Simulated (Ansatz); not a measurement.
# AlPSi: the cost of one run

Computed with Ansatz 0.2.0, Gaussian basis. Level: def2-QZVPP, core rule «outside noble gas», up to 15 orbitals frozen.

Plan: UHF; ROHF; CCSD(T) on UHF.

2 further runs of the same task are left out: 2 set aside as unsound or not needed.

### 1 The geometry

The geometry is a PBE0/def2-TZVP stationary point (not a proven minimum) of the parent state, kept for this charge and spin.

3 atoms, charge 0, spin multiplicity 3.

Atoms are counted from 1 here; the program's logs count them from 0.

Bond lengths: P1–Al2 2.137 Å, Al2–Si3 2.375 Å. Angles: P1–Al2–Si3 180.0°.

### 2 UHF

The input, in.yaml:

```yaml
crystal:
  periodic: [false, false, false]
  atoms:
    - {symbol: P, position_ang: [0.000000, 0.000000, -2.216267]}
    - {symbol: Al, position_ang: [0.000000, 0.000000, -0.079267]}
    - {symbol: Si, position_ang: [0.000000, 0.000000, 2.295533]}
basis:
  gaussian: {orbitals: "def2-QZVPP.json"}
magnetization: {spin_polarized: true, initial_magnetization: 2}
hamiltonian: {xc: hf}
output: {orbitals: {seedname: orbitals}}
```

Started as:

```bash
$ ansatz run in.yaml --threads 1 --pin off --events-out ev --progress --plain --max-ram 2393MiB
```

**Question.** How long does this run take on 1 thread of Arm Neoverse V1, shared host, and how much memory does it need?

About 2.4 min, with a peak of 0.72 GiB.
